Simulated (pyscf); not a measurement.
H₂N–SiH(NH₂)–Cl (SMILES N[SiH](N)Cl) + H• (SMILES [H]) → NH₃ (SMILES N) + H₂N–SiH•–Cl (SMILES N[SiH]Cl) (substitution at N; doublet surface; N–Si broken, H–N formed). Optimised with ωB97X-D3(BJ)/def2-SVP in PySCF. Energies in kcal/mol from the separated reactants.

```json
[
 {"level": "ωB97X-D3(BJ)/def2-TZVP", "barrier": "21.8", "reaction energy": "+2.5"},
 {"level": "PBE/def2-TZVP", "barrier": "8.3", "reaction energy": "-3.7"},
 {"level": "B3LYP-D3(BJ)/def2-TZVP", "barrier": "12.7", "reaction energy": "-2.5"},
 {"level": "PBE0-D3(BJ)/def2-TZVP", "barrier": "13.8", "reaction energy": "-0.1"},
 {"level": "ωB97M-D3(BJ)/def2-TZVP", "barrier": "19.3", "reaction energy": "+2.1"},
 {"level": "HF/def2-TZVP", "barrier": "39.5", "reaction energy": "+4.6"}
]
```

The functionals in the table span 13.4 kcal/mol in this barrier, from PBE to ωB97X-D3(BJ). On the product side the descent ends in a complex, 6.0 kcal/mol under the separated species and 25.3 kcal/mol under the saddle at ωB97X-D3(BJ)/def2-TZVP. The same reactants have a lower exit, to H₂N–Si•(NH₂)–Cl + H₂ (barrier +4.9 kcal/mol at ωB97M-D3(BJ), against +19.3 kcal/mol here). This is the saddle that the search found; another between the same sides may lie lower. The angle at the attacked N is 130°.
